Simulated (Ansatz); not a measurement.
SnH, doublet in def2-SVPD: errors against full CI

Geometry: that of the SnH⁻, singlet, kept fixed.

```yaml
atoms:
  - { symbol: Sn, position_ang: [0.0000, 0.0000, 0.0000] }
  - { symbol: H, position_ang: [0.0000, 0.0000, 1.8060] }
```

Basis def2-SVPD with its core potentials; Ansatz 0.2.0. Only valence electrons are correlated (noble-gas cores and the filled d shells of p-block atoms frozen), which leaves 5 electrons in 31 orbitals. R marks a restricted (for open shells ROHF) determinant, U an unrestricted one. Active spaces: valence = (5e, 5o) chosen from the atoms' valence shells. No spin–orbit coupling is included; scalar relativity enters through the core potentials alone.

Full CI is exact within this basis and frozen core; it isn't the basis-set limit. The frozen core follows each run's orbitals, which can shift R against U totals by a few meV for light atoms and by up to 0.1 eV past Ca.

For open shells CISD and CISDTQ are restricted-active-space CI with the open shells as a complete middle space.

```
UHF ⟨S²⟩                          : 0.764
T1 diagnostic (RCCSD)             : 0.0211
largest doubles amplitude (RCCSD) : 0.062
```

| level | E − E(full CI) (mEh) | share of correlation (%) | wall time |
| --- | --- | --- | --- |
| RHF | 82.40 | 0.00 | – |
| RMP2 | 22.35 | 72.87 | – |
| CISD | 4.35 | 94.72 | 0.87 s |
| RCCSD | 2.12 | 97.43 | – |
| RCCSD(T) | 0.52 | 99.37 | 0.93 s |
| BCCD(T) | 0.53 | 99.36 | 1.1 s |
| RCCSDT | 0.03 | 99.96 | – |
| CISDTQ | 0.04 | 99.95 | 4.5 s |
| RCCSDT(Q) | -0.01 | 100.01 | 3.8 s |
| CASSCF (valence space) | 51.44 | 37.57 | – |
| NEVPT2 (valence space) | 15.45 | 81.25 | 1.1 s |
| MRCISD (valence space) | 1.85 | 97.75 | – |
| MRCISD+Q (valence space) | -0.31 | 100.38 | 1.3 s |

The correlation energy at full CI, counted from RHF, is -2.242 eV. That run took 8 s on 1 thread of Arm Neoverse V1, shared host over 522,431 determinants.

Run but not shown, since their state, orbitals or frozen core can't be matched to the reference's or they repeat it: UHF, UMP2, UCCSD, UCCSD(T), UCCSDT, UCCSDT(Q).

Times hold each run's SCF and search for its determinant on a shared host, so for small cases they say little of a method's own cost; they ran on 1 thread of Arm Neoverse V1.

More than 5 meV below full CI, which no variational method can be: MRCISD+Q (valence space).

The full-CI state has the irrep B1 of C2v, in the program's axes (one component, if the state is degenerate).

Natural occupations of full CI about the gap: 1.949 1.911 0.986 0.046 0.045 0.012 0.010 0.008 0.008 0.007; effectively unpaired electrons, Σ n²(2−n)², 1.06.
